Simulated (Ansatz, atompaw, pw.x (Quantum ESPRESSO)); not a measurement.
tungsten (bcc): variants of one PAW (atompaw) potential in the solid

* Element: tungsten (W)
* Generator: atompaw 4.2.0.5
* Type: PAW
* Functional: PBEsol
* Relativity: scalar-relativistic
* Frozen core: [Kr] 4d10 4f14
* Valence charge: 14
* Reference configuration: 5s2 5p6 5d5 6s1 6p0
* Partial waves: 5s (bound): rc 1.25 bohr; 6s (bound): rc 2.15 bohr; 5p (bound): rc 1.70 bohr; 6p (bound, empty): rc 1.80 bohr; 5d (bound): rc 2.15 bohr; 5d channel at 2.4 Ry: rc 2.15 bohr
* Local potential: bessel scheme, radius 1.95 bohr
* Core correction: smooth core density matched at 1.70 bohr
* Augmentation charge: besselshape compensation charge, radius 2.00 bohr; PAW radius 2.15 bohr; waves and projectors: custom polynom2 7 10 vanderbiltortho

Crystal test: bcc W in pw.x 7.5, no spin, 15³ k-points, Fermi–Dirac smearing 0.01 Ry, cutoffs set for each file from its atomic test. The reference is all-electron LAPW (Ansatz 0.2.0) with the same functional, mesh and smearing; V0 and B0 come from Birch–Murnaghan fits to the pressures at five volumes. Errors are pseudo minus all-electron; Δ is the rms difference of the E(V) curves that follow from these fits, minima aligned, over ±6 % about the mean V0. Mesh and smearing are coarse, so the numbers serve the comparison and aren't converged zero-temperature values; the lattice is a test structure that the element need not adopt.

All-electron: a0 = 3.155 Å (V0 = 15.70 Å³/atom), B0 = 321.1 GPa.

```tsv
change	cutoffs (Ry)	pw.x	a0 (Å)	a0 error (%)	B0 error (%)	Δ (meV/atom)	mean pressure error (GPa)
base	75/750	converged	3.153	-0.06	+0.8	2.0	-0.58
local potential bessel scheme, radius 1.82 bohr	75/750	converged	3.150	-0.15	+0.7	4.9	-1.43
augmentation besselshape compensation charge, radius 2.00 bohr; PAW radius 2.15 bohr; waves and projectors: custom polynom vanderbiltortho	85/850	converged	3.153	-0.06	+0.7	1.8	-0.54
wave 5s (bound): rc 1.25 bohr becomes 5s (bound): rc 1.36 bohr	75/750	converged	3.153	-0.06	+0.8	2.0	-0.58
all radii scaled by about 1.22 (s 1.52, p 2.08, d 2.62 bohr); local potential bessel scheme, radius 2.38 bohr; augmentation besselshape compensation charge, radius 2.44 bohr; PAW radius 2.62 bohr; waves and projectors: custom polynom2 7 10 vanderbiltortho; core correction smooth core density matched at 2.08 bohr	85/850	converged	3.175	+0.65	+0.2	21.8	+6.62
```

Q: Give the row for: reference 5s2 5p6 5d4 6s2 6p0.

A: pw.x: converged; mean pressure error (GPa): -0.18; a0 (Å): 3.154; a0 error (%): -0.02; B0 error (%): +0.6; Δ (meV/atom): 0.6.
